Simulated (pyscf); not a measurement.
`[GeH4]` + `[NH3]` → `[NH2][GeH3]` + `[H][H]` (four-centre exchange; singlet surface; Ge–H, H–N broken, Ge–N, H–H formed). Single points on ωB97X-D3(BJ)/def2-SVP structures (PySCF, gas phase). Rate constants from transition-state theory, ωB97M-D3(BJ)/def2-TZVP energies (ideal gas, 1 atm, RRHO with modes under 100 cm⁻¹ raised to 100, one conformer, R ln 2 for chiral ones without a mode under 150 cm⁻¹; no tunnelling), k in cm³ molecule⁻¹ s⁻¹.

| T (K) | 1000/T | log10 k |
|---|---|---|
| 298 | 3.354 | -48.82 |
| 600 | 1.667 | ? |
| 900 | 1.111 | -23.92 |
| 1200 | 0.833 | -20.62 |

Task: Fit an Arrhenius line to the three values, give the activation energy, and predict k at 600 K.

Result: Least squares gives log10 k = -11.42 − 11.15 × 1000/T, so Ea = 11.15 × ln 10 × 1.987 = 51.0 kcal/mol, against an electronic barrier of 51.2. At 600 K the line gives -30.00; the computed value is -30.26 (ΔG‡ = 66.6 kcal/mol), a factor 1.8 under the line, since the plot is curved. One saddle was located; it need not be the lowest between these sides. Elements up to Kr have no core potential and no relativistic terms here.
